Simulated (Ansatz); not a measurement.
A made-up structure of BSiH4O, doublet:

O1  (-1.179, -1.167, 1.210)
B2  (-0.458, -1.168, 0.183)
Si3  (0.305, 0.774, -0.124)
H4  (-0.127, -2.002, -0.622)
H5  (1.786, 0.657, -0.102)
H6  (-0.172, 1.702, 0.924)
H7  (-1.550, -1.226, 2.104)
(Å)

It is relaxed with PBE-D4/def2-SVP and then PBE0-D4/def2-TZVP (Ansatz 0.2.0). Atoms count as bonded within 1.22 times the sum of their covalent radii (H–H: 0.88 Å). The end point is not checked to be a true minimum.

Problem. Does its bonding change? (Judge from chemistry; the calculation decides.)

Solution. The calculation gives: No: no bond forms or breaks.

Where it ends: The first stage lowers the energy by 1.25 eV in 11 steps. It ends as BSiH₄O ([OH][BH][SiH2]):
O1  (-1.423, -1.056, 1.414)
B2  (-0.428, -0.987, 0.493)
Si3  (0.463, 0.731, 0.137)
H4  (-0.101, -1.962, -0.132)
H5  (1.647, 0.805, -0.751)
H6  (0.252, 1.974, 0.919)
H7  (-1.804, -1.934, 1.495)
(Å)

Labels in which every atom is bracketed show which atoms are joined, not bond orders.

For scale, one of the runs: PBE0-D4/def2-TZVP relaxation, 123 basis functions, launched by `ansatz run in.yaml --threads 2 --pin off --events-out ev --progress --plain --max-ram 4352MiB`. Hardware: 2 CPU threads of an Intel Xeon 6975P-C, shared host. Wall time about 14 s.
